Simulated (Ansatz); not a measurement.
**CH₅AlSi (SMILES [AlH2][CH]=[SiH2]): one structure at several levels**

The task here is to estimate one member of a computed series from the others.

The runs use Ansatz 0.2.0, Gaussian basis; single points in def2-TZVPP.

Correlated methods freeze the cores. B3LYP uses VWN-RPA correlation.

## Starting geometry

8 atoms, charge 0, spin multiplicity 1.

Atoms are counted from 1 here; the program's logs count them from 0.

Bond lengths: Al1–C2 1.953 Å, Al1–H4 1.561 Å, Al1–H5 1.547 Å, C2–Si3 1.753 Å, C2–H6 1.094 Å, Si3–H7 1.473 Å, Si3–H8 1.459 Å. Angles: C2–Al1–H4 124.5°, C2–Al1–H5 124.5°, H4–Al1–H5 110.9°, Al1–C2–Si3 131.8°, Al1–C2–H6 114.8°, Si3–C2–H6 113.5°, C2–Si3–H7 128.3°, C2–Si3–H8 124.6°, H7–Si3–H8 107.0°.

As a file:

```xyz
8
charge 0, multiplicity 1
Al   -1.48900    0.67270   -0.52890
C     0.34540    0.50040    0.11930
Si    1.32900   -0.90470    0.48040
H    -2.42540   -0.53040   -0.86570
H    -2.20240    2.01970   -0.79340
H     0.86050    1.44910    0.29500
H     2.72240   -0.94690    0.95630
H     0.89490   -2.28660    0.30750
```

The first run:

File run/in.yaml:

```yaml
crystal:
  periodic: [false, false, false]
  atoms:
    - {symbol: Al, position_ang: [-1.489000, 0.672700, -0.528900]}
    - {symbol: C, position_ang: [0.345400, 0.500400, 0.119300]}
    - {symbol: Si, position_ang: [1.329000, -0.904700, 0.480400]}
    - {symbol: H, position_ang: [-2.425400, -0.530400, -0.865700]}
    - {symbol: H, position_ang: [-2.202400, 2.019700, -0.793400]}
    - {symbol: H, position_ang: [0.860500, 1.449100, 0.295000]}
    - {symbol: H, position_ang: [2.722400, -0.946900, 0.956300]}
    - {symbol: H, position_ang: [0.894900, -2.286600, 0.307500]}
basis:
  gaussian: {orbitals: def2-TZVPP}
correlation: {method: ccsd_t}
output: {forces: true}
```

The command line of these runs was not kept.

Steps of the session up to this table: CCSD(T)/def2-TZVPP; PBE0-D4/def2-TZVPP; wB97M-V/def2-TZVPP; r2SCAN-D4/def2-TZVPP; PBE-D4/def2-TZVPP; SPW92/def2-TZVPP; B3LYP-D4/def2-TZVPP.

One table of the session follows, with a row left open; its other results are not shown here.

```
   method  RMS force component (eV/Å)  angle to CCSD(T) forces (°)  dipole (D)
  CCSD(T)                       0.333                    reference        2.01
  PBE0-D4                       0.456                         10.6        2.21
  wB97M-V                       0.454                         17.6        2.29
r2SCAN-D4                       0.418                          8.6        2.15
   PBE-D4                           ?                            ?           ?
    SPW92                       0.521                         17.4        2.12
 B3LYP-D4                       0.391                          9.7        2.19
```

Q: Estimate the row for PBE-D4 from the others.

The run gave: RMS force component (eV/Å): 0.421; angle to CCSD(T) forces (°): 13.1; dipole (D): 2.09. In the column «RMS force component (eV/Å)» it lies between r2SCAN-D4 (0.418) and wB97M-V (0.454).
